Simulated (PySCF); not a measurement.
# Which determinant of MgP lies lowest?

Unrestricted PBE0; PySCF, no relativity, basis sets Mg cc-pVDZ, P cc-pV(D+d)Z. Outer shells of the fragments: Mg 3s2; P 3s2 3p3.

Followed along the bond (rough minima from three points):

```json
{"2Ms+1": "4", "unpaired": "σ ↑, π ↑↑", "⟨S²⟩ at the start": "3.76", "R at minimum (Å)": "2.56", "Te (eV)": "0.00"}
{"2Ms+1": "2", "unpaired": "σ ↓, π ↑↑", "⟨S²⟩ at the start": "1.76", "R at minimum (Å)": "2.52", "Te (eV)": "0.17"}
{"2Ms+1": "2", "unpaired": "σ ↑, π ↑↓", "⟨S²⟩ at the start": "1.76", "R at minimum (Å)": "2.53", "Te (eV)": "0.43"}
{"2Ms+1": "2", "unpaired": "π ↑", "⟨S²⟩ at the start": "0.98", "R at minimum (Å)": "2.33", "Te (eV)": "0.44"}
{"2Ms+1": "4", "unpaired": "σ ↑↑, π ↑", "⟨S²⟩ at the start": "3.75", "R at minimum (Å)": "2.42", "Te (eV)": "1.54"}
```

Solutions found at the starting distance of 2.420 Å, counted from the lowest of them; the search is not exhaustive and high or unbound solutions are not listed, so other states can lie among these:

```csv
2Ms+1,unpaired,term,E (eV),⟨S²⟩,⟨Lz²⟩,μ (D)
4,"σ ↑, π ↑↑",⁴Σ⁻,0.00,3.76,0.00,-1.53
2,"σ ↓, π ↑↑",mixed,0.15,1.76,0.00,-1.72
2,"σ ↑, π ↑↓",mixed,0.42,1.76,2.02,-1.60
2,π ↑,²Π,0.43,0.98,1.01,-4.94
4,"σ ↑↑, π ↑",⁴Π,1.50,3.75,1.02,-2.53
2,σ ↑,mixed,1.53,0.75,2.00,-1.45
```

A term symbol is given only where ⟨S²⟩ and ⟨Lz²⟩ are close to those of a pure state; real π, δ and φ orbitals otherwise mix terms. A positive dipole means Mg(−)P(+).
